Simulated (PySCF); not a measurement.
Molecule: `Cl[C@@H]1CCOC1`, C$_{4}$H$_{7}$ClO.

Geometry:
| atom | x (Å) | y (Å) | z (Å) |
| --- | --- | --- | --- |
| Cl1 | 1.963 | 1.060 | 3.246 |
| C2 | 1.658 | 1.055 | 1.476 |
| C3 | 0.210 | 1.420 | 1.129 |
| C4 | -0.382 | 0.069 | 0.741 |
| O5 | 0.680 | -0.593 | 0.101 |
| C6 | 1.814 | -0.369 | 0.893 |
| H7 | 2.379 | 1.766 | 1.056 |
| H8 | -0.303 | 1.920 | 1.960 |
| H9 | 0.204 | 2.094 | 0.259 |
| H10 | -1.228 | 0.131 | 0.044 |
| H11 | -0.710 | -0.486 | 1.644 |
| H12 | 1.870 | -1.090 | 1.731 |
| H13 | 2.712 | -0.485 | 0.270 |

Geometry PBE0-D3(BJ)/def2-SVP throughout; GIAO in PySCF, gas phase, one conformer, non-relativistic; equivalent atoms averaged; functional PBE0.

For orientation, STO-3G gives these absolute shieldings σ: C2 174.5, C4 176.4, C3 199.6, O5 339.4, H7 29.70, H13 29.77, H10 30.17, H11 30.49, H8 31.03 ppm.

A run gave: C2 137.9, C4 130.5, C3 156.2, O5 273.5, H7 28.00, H13 27.73, H10 28.15, H11 28.43, H8 30.21 ppm (absolute shieldings σ).

**Question.** Which basis set was used in that run?
A. def2-TZVP
B. 6-31G
C. 6-31G*
D. 6-311+G(2d,p)
E. pcSseg-1

**Answer.** C. H8 tells them apart best: 6-31G* gives 30.21, 6-31G gives 30.84, 6-311+G(2d,p) gives 29.59, def2-TZVP gives 29.55, pcSseg-1 gives 29.51 ppm.
